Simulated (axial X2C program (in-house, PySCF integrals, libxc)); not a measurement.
**SN⁺: bond curves with and without spin–orbit coupling**

Aim: find the lowest determinant of SN⁺, scan the bond at several levels and fit the constants, once spin-free and once with spin–orbit coupling.

The runs use an in-house X2C program for linear molecules on PySCF integrals; all-electron X2C, S dyall-av3z, N dyall-av3z.

All values are calculated.

### 1 The job

task.json

```json
{"zs": [16, 7], "q": 1, "bas": ["dyall-av3z", "dyall-av3z"], "levels": ["PBE0", "HF", "r2SCAN"], "cc": true, "r0": 1.54, "thr": -2.0, "nmax": 90, "npts": 10, "nst": 2, "ntry": 6}
```

Keys: zs atomic numbers; q charge; bas basis sets; levels methods (HF also brings MP2); cc coupled cluster on or off; r0 starting distance in Å; thr threshold in hartree for freezing inner shells (an s shell follows its p shell); nmax most natural virtual spinors; npts points asked for on the curve; nst determinants followed; ntry starts of the search.

Command:

```sh
> python so2c.py task.json out
```

Spin-free means the one-electron spin-free X2C Hamiltonian; two-component (2c) means X2C with spin–orbit coupling and atomic mean-field two-electron Coulomb and Gaunt terms. Basis: S dyall-av3z contracted to [9s8p3d2f], N dyall-av3z contracted to [7s7p3d2f]; Gaussian nuclei, density fitting. Masses: S 31.972 u, N 14.003 u.

Notation: σ, π±, δ± give the projection m of an orbital's angular momentum (0, ±1, ±2), α and β its spin, Λ and M_S the sums; ω is the projection of a spinor's total angular momentum and Ω the sum. Logs are in hartree.

After this run come: PBE0, spin-free; HF, spin-free; r2SCAN, spin-free; Correlated methods, spin-free; PBE0, 2c; HF, 2c; r2SCAN, 2c; Correlated methods, 2c.

**Question.** What will these runs give? Wanted: for each run, Hamiltonian; Re; ωe; De; μ.

As calculated:

Lowest determinant that the search found at its distance, spin-free: M_S = 0, Λ = 0 (closed shell).

Lowest determinant that the search found at its distance, 2c: Ω = 0 (closed shell).

| Hamiltonian | level | Re (Å) | ωe (cm⁻¹) | De (eV) | μ (D) |
| --- | --- | --- | --- | --- | --- |
| spin-free | PBE0 | 1.428 | 1532 | 6.01 | -2.07 |
| spin-free | HF | 1.393 | 1726 | 1.43 | -2.29 |
| spin-free | MP2 | 1.473 | 1252 | 6.37 | n/a |
| spin-free | CCSD | 1.438 | 1482 | 5.40 | n/a |
| spin-free | CCSD(T) | 1.452 | 1400 | 5.90 | n/a |
| spin-free | r2SCAN | 1.437 | 1483 | 6.04 | -2.01 |
| 2c | PBE0 | 1.428 | 1532 | 6.02 | -2.07 |
| 2c | HF | 1.393 | 1732 | 1.44 | -2.29 |
| 2c | CCSD | 1.438 | 1482 | 5.40 | n/a |
| 2c | CCSD(T) | 1.452 | 1398 | 5.90 | n/a |
| 2c | r2SCAN | 1.437 | 1483 | 6.05 | -2.01 |

Dipoles are positive if N is the positive end and refer to the centre of mass. No constants: 2c MP2 (the points don't follow one smooth fit).

At CCSD(T), going from spin-free to two-component changes Re by 0 mÅ, ωe by -0.2 %, which is small (part of it comes from the scalar share of the two-electron terms). De moves by 0.00 eV; both De rest on single-determinant atoms, which can miss part of an open shell's spin–orbit lowering.

De refers to S+ + N, each in the lowest determinant found, which need not be this curve's own limit. Each curve is one determinant whose occupation by symmetry is held fixed; it was picked as the lowest of a PBE0 search that is not exhaustive. The closed shell is kept restricted; where the fragments are open shells, the energy then runs too high at long range. De is counted from the lowest determinant-based energies of the atoms at the same level, without counterpoise correction. CCSD and (T) use frozen natural virtuals with an MP2 correction for the truncation. The meta-GGAs lack a current-density term, which matters for open shells with orbital currents, atoms included.
